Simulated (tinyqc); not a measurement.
Inside a calculation. Method: MP2 on RHF in the sto-3g basis, frozen core, for H2F+, spin multiplicity 1. One step of it, computed by the program tinyqc.

Task: Second-order Moller-Plesset energy. E2 = sum_ijab (ia|jb) [2 (ia|jb) - (ib|ja)] / (e_i + e_j - e_a - e_b) over occupied i, j and virtual a, b; the opposite-spin part is (ia|jb)^2 / denominator, the rest is same-spin, and SCS-MP2 scales them by 6/5 and 1/3.

orbital energies (hartree): MO1 -26.601012, MO2 -2.043724, MO3 -1.204969, MO4 -1.052237, MO5 -1.030775, MO6 -0.029160, MO7 0.186737

Two-electron integrals over orbitals (pq|rs), unique and non-zero (hartree); the lowest 1 orbital is frozen and left out:
```
(22|22) 0.855652    (32|22) 0.004300    (32|32) 0.158841    (33|22) 0.753921
(33|32) -0.004700   (33|33) 0.733469    (42|22) 0.005202    (42|32) 0.000776
(42|33) -0.003782   (42|42) 0.163918    (43|22) 0.004557    (43|32) 0.006660
(43|33) 0.004230    (43|42) -0.005560   (43|43) 0.046096    (44|22) 0.829473
(44|32) -0.005789   (44|33) 0.719160    (44|42) -0.086190   (44|43) 0.007286
(44|44) 0.922153    (52|52) 0.181339    (53|52) -0.004039   (53|53) 0.037999
(54|52) -0.031048   (54|53) 0.001363    (54|54) 0.054913    (55|22) 0.879307
(55|32) -0.004307   (55|33) 0.743791    (55|42) -0.044156   (55|43) 0.006285
(55|44) 0.850294    (55|55) 0.997514    (62|22) -0.142358   (62|32) 0.010187
(62|33) -0.086736   (62|42) -0.037370   (62|43) -0.002788   (62|44) -0.114653
(62|55) -0.152486   (62|62) 0.073600    (63|22) 0.030955    (63|32) 0.030691
(63|33) 0.024265    (63|42) -0.006718   (63|43) 0.017434    (63|44) 0.027101
(63|55) 0.032676    (63|62) -0.012189   (63|63) 0.074747    (64|22) -0.123387
(64|32) -0.006895   (64|33) -0.071024   (64|42) -0.007169   (64|43) -0.001346
(64|44) -0.130700   (64|55) -0.125184   (64|62) 0.057349    (64|63) -0.017739
(64|64) 0.060154    (65|52) -0.055583   (65|53) 0.004525    (65|54) -0.005566
(65|65) 0.026559    (66|22) 0.560811    (66|32) -0.024765   (66|33) 0.551683
(66|42) 0.064409    (66|43) -0.013323   (66|44) 0.529772    (66|55) 0.539407
(66|62) -0.044763   (66|63) -0.021998   (66|64) -0.021310   (66|66) 0.550099
(72|22) -0.027748   (72|32) -0.063922   (72|33) -0.011902   (72|42) -0.000900
(72|43) 0.020479    (72|44) -0.023679   (72|55) -0.028109   (72|62) 0.005187
(72|63) 0.025624    (72|64) 0.010312    (72|66) -0.008775   (72|72) 0.058370
(73|22) -0.205839   (73|32) 0.011550    (73|33) -0.160071   (73|42) 0.050666
(73|43) -0.001594   (73|44) -0.209597   (73|55) -0.229503   (73|62) 0.073500
(73|63) -0.010170   (73|64) 0.070055    (73|66) -0.022169   (73|72) 0.016768
(73|73) 0.158537    (74|22) -0.005543   (74|32) 0.051091    (74|33) -0.004999
(74|42) -0.006027   (74|43) -0.013196   (74|44) -0.006894   (74|55) -0.006606
(74|62) 0.007594    (74|63) 0.036419    (74|64) -0.002058   (74|66) -0.017629
(74|72) -0.010801   (74|73) 0.010123    (74|74) 0.043106    (75|52) -0.009696
(75|53) -0.025379   (75|54) 0.000561    (75|65) 0.001509    (75|75) 0.021061
(76|22) 0.002185    (76|32) 0.097812    (76|33) -0.004801   (76|42) 0.005754
(76|43) 0.039877    (76|44) -0.007428   (76|55) -0.003025   (76|62) -0.000051
(76|63) 0.084468    (76|64) -0.012050   (76|66) -0.043217   (76|72) 0.003729
(76|73) 0.019029    (76|74) 0.050389    (76|76) 0.152575    (77|22) 0.624659
(77|32) 0.029881    (77|33) 0.622717    (77|42) 0.004078    (77|43) 0.011076
(77|44) 0.604326    (77|55) 0.613749    (77|62) -0.048145   (77|63) 0.035217
(77|64) -0.034435   (77|66) 0.523969    (77|72) -0.009268   (77|73) -0.076329
(77|74) 0.013910    (77|76) 0.038559    (77|77) 0.595438
```

Hartree-Fock energy = -98.85789484 hartree

Give: Terms; Pair energies; MP2 correlation energy; SCS-MP2 correlation energy; MP2 total energy.

Result:

Terms:
```
i  j  a  b  (ia|jb)  (ib|ja)  denominator       term
3  3  7  7   0.1585   0.1585      -2.7834    -0.0090
4  3  6  7   0.0701   0.0364      -2.4148    -0.0030
3  4  7  6   0.0701   0.0364      -2.4148    -0.0030
2  3  6  7   0.0735   0.0256      -3.4063    -0.0026
3  2  7  6   0.0735   0.0256      -3.4063    -0.0026
3  3  6  6   0.0747   0.0747      -2.3516    -0.0024
4  4  6  6   0.0602   0.0602      -2.0462    -0.0018
2  2  6  6   0.0736   0.0736      -4.0291    -0.0013
4  2  6  6   0.0573   0.0573      -3.0376    -0.0011
2  4  6  6   0.0573   0.0573      -3.0376    -0.0011
2  2  7  7   0.0584   0.0584      -4.4609    -0.0008
4  4  7  7   0.0431   0.0431      -2.4779    -0.0007
5  5  6  6   0.0266   0.0266      -2.0032  -3.52e-04
5  5  7  7   0.0211   0.0211      -2.4350  -1.82e-04
2  3  7  6   0.0256   0.0735      -3.4063   1.67e-04
3  2  6  7   0.0256   0.0735      -3.4063   1.67e-04
4  3  6  6  -0.0177  -0.0177      -2.1989  -1.43e-04
3  4  6  6  -0.0177  -0.0177      -2.1989  -1.43e-04
2  3  7  7   0.0168   0.0168      -3.6222  -7.76e-05
3  2  7  7   0.0168   0.0168      -3.6222  -7.76e-05
3  2  6  6  -0.0122  -0.0122      -3.1904  -4.66e-05
2  3  6  6  -0.0122  -0.0122      -3.1904  -4.66e-05
3  4  6  7   0.0364   0.0701      -2.4148  -4.20e-05
4  3  7  6   0.0364   0.0701      -2.4148  -4.20e-05
4  2  6  7   0.0103   0.0076      -3.2535  -4.13e-05
2  4  7  6   0.0103   0.0076      -3.2535  -4.13e-05
3  3  6  7  -0.0102  -0.0102      -2.5675  -4.03e-05
3  3  7  6  -0.0102  -0.0102      -2.5675  -4.03e-05
3  4  7  7   0.0101   0.0101      -2.6307  -3.90e-05
4  3  7  7   0.0101   0.0101      -2.6307  -3.90e-05
2  4  7  7  -0.0108  -0.0108      -3.4694  -3.36e-05
4  2  7  7  -0.0108  -0.0108      -3.4694  -3.36e-05
4  2  7  6   0.0076   0.0103      -3.2535  -1.14e-05
2  4  6  7   0.0076   0.0103      -3.2535  -1.14e-05
2  2  6  7   0.0052   0.0052      -4.2450  -6.34e-06
2  2  7  6   0.0052   0.0052      -4.2450  -6.34e-06
4  4  7  6  -0.0021  -0.0021      -2.2621  -1.87e-06
4  4  6  7  -0.0021  -0.0021      -2.2621  -1.87e-06
5  5  6  7   0.0015   0.0015      -2.2191  -1.03e-06
5  5  7  6   0.0015   0.0015      -2.2191  -1.03e-06
```

Pair energies (hartree; pair i-j sums ij and ji):
```
pair  opposite spin  same spin
2-2         -0.0021          0
3-2         -0.0038    -0.0013
3-3         -0.0115          0
4-2         -0.0023  -4.54e-06
4-3         -0.0055    -0.0009
4-4         -0.0025          0
5-5         -0.0005          0
```

MP2 correlation energy = -0.030620 hartree

SCS-MP2 correlation energy = -0.034761 hartree

MP2 total energy = -98.888515 hartree
